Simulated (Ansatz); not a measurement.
**H2O (water): B2PLYP/aug-cc-pVTZ**

Aim: the vertical singlet–triplet gap of H2O (water) at B2PLYP/aug-cc-pVTZ, from 2 runs. 

The results are computed with Ansatz 0.2.0.

24 further runs of the same task are left out: 24 set aside as unsound or not needed.

**1. The system as given**

The species is H2O (3 atoms), meant as a singlet with charge 0. As SMILES, `O`. The coordinates come from a PBE0-D4/def2-TZVP relaxation.

Bond lengths: O1–H2 0.960 Å, O1–H3 0.960 Å. Angles: H2–O1–H3 105.1°.

**2. A single-point energy at B2PLYP/aug-cc-pVTZ**

Input file run.yaml:

```yaml
crystal:
  periodic: [false, false, false]
  atoms:
    - {symbol: O, position_ang: [-0.302700, 0.200200, -0.140600]}
    - {symbol: H, position_ang: [0.466500, 0.548400, 0.315300]}
    - {symbol: H, position_ang: [-0.163800, -0.748600, -0.174700]}
basis:
  gaussian: {orbitals: aug-cc-pVTZ}
hamiltonian: {xc: {name: B2PLYP}}
output: {orbitals: {seedname: orbitals}}
correlation: {frozen_orbitals: {H: 0, O: 1}}
accuracy: high
```

The run is started by

```bash
$ ansatz run run.yaml --threads 1 --pin off --max-ram 3480MiB --events-out events.jsonl --progress --plain --runs-dir runs
```

Output:

```text
Warning: RAYON_NUM_THREADS=1 ignored (pool sized by the plan → 1); use --threads N
Functional definition: B2PLYP
  name "B2PLYP"
  parameter a = 0.53
  parameter c = 0.27
  exchange = (1 - a)*b88_x + a*exact_x
  correlation = (1 - c)*lyp_c + c*(mp2_os + mp2_ss)
1351 factors; integrals over basis functions are off by at most 2.9e-9 eV
mean field evaluation 1: about -2073.8467 eV, gradient 4.5e1 eV
mean field evaluation 2: about -2073.8469 eV, gradient 4.5e1 eV
mean field evaluation 4: about -2077.0010 eV, gradient 1.2e0 eV
mean field evaluation 8: about -2077.0047 eV, gradient 6.8e-3 eV
mean field evaluation 16: about -2077.0047 eV, gradient 4.3e-7 eV
mean field -2077.00465076 eV, -76.3285130711 hartree, gradient 3.8e-9 eV, S^2 0.000000; 0 other end points of the search recorded, 0 dependent functions left out
1 core orbitals not correlated: weight in the atoms' cores, before any rotation towards them, 1.000 or more for the frozen orbitals, at most 0.000 for the correlated occupied ones
reference -2077.00466962 eV, -76.3285137642 hartree; 4, 4 occupied and 87, 87 virtual orbitals, 1351 factors
second order -8.67679641 eV of doubles, -0.00000000 eV of singles
Total energy: -2079.34740465 eV, -76.4146076886 hartree
```

It took 2.3 s on 1 thread of Arm Neoverse V2, shared host; peak memory 0.16 GiB.

**3. The triplet at the same level**

Input file run.yaml:

```yaml
crystal:
  periodic: [false, false, false]
  atoms:
    - symbol: O
      position_ang: [-0.302700, 0.200200, -0.140600]
    - symbol: H
      position_ang: [0.466500, 0.548400, 0.315300]
    - symbol: H
      position_ang: [-0.163800, -0.748600, -0.174700]
basis:
  gaussian:
    orbitals: aug-cc-pVTZ
magnetization:
  spin_polarized: true
  initial_magnetization: 2
hamiltonian:
  xc: {name: B2PLYP}
correlation:
  frozen_orbitals: {H: 0, O: 1}
accuracy: high
output: {orbitals: {seedname: orbitals}}
```

The run is started by

```bash
$ ansatz run run.yaml --threads 1 --pin off --max-ram 3480MiB --events-out events.jsonl --progress --plain --runs-dir runs
```

Output (excerpt; [...] marks lines left out):

```text
Warning: RAYON_NUM_THREADS=1 ignored (pool sized by the plan → 1); use --threads N
[... 2 set-up lines as earlier in the session ...]
[...]
1351 factors; integrals over basis functions are off by at most 2.9e-9 eV
[...]
mean field -2070.31545082 eV, -76.0826895074 hartree, gradient 8.6e-8 eV, S^2 2.003362; 0 other end points of the search recorded, 0 dependent functions left out
1 core orbitals not correlated: weight in the atoms' cores, before any rotation towards them, 1.000 or more for the frozen orbitals, at most 0.000 for the correlated occupied ones
reference -2070.31546900 eV, -76.0826901754 hartree; 5, 3 occupied and 86, 88 virtual orbitals, 1351 factors
second order -6.85022513 eV of doubles, -0.00000000 eV of singles
Total energy: -2072.16502978 eV, -76.1506602805 hartree
```

It took 3.3 s on 1 thread of Arm Neoverse V2, shared host; peak memory 0.19 GiB.

**4. Outcome**

Level: B2PLYP/aug-cc-pVTZ, 1 core orbital frozen.

```
                                                         quantity         value
                                            singlet: total energy  -76.41461 Eh
                       singlet: HOMO energy (SCF part's orbitals)     -10.91 eV
                       singlet: LUMO energy (SCF part's orbitals)       0.05 eV
                     singlet: HOMO–LUMO gap (SCF part's orbitals)      10.96 eV
                                            triplet: total energy  -76.15066 Eh
triplet: HOMO energy (SCF part's orbitals) (highest over α and β)      -4.16 eV
                                                    triplet: ⟨S²⟩         2.003
                 vertical energy of the triplet above the singlet      7.182 eV
```

At this shape the triplet lies 7.18 eV (166 kcal/mol) above the singlet.
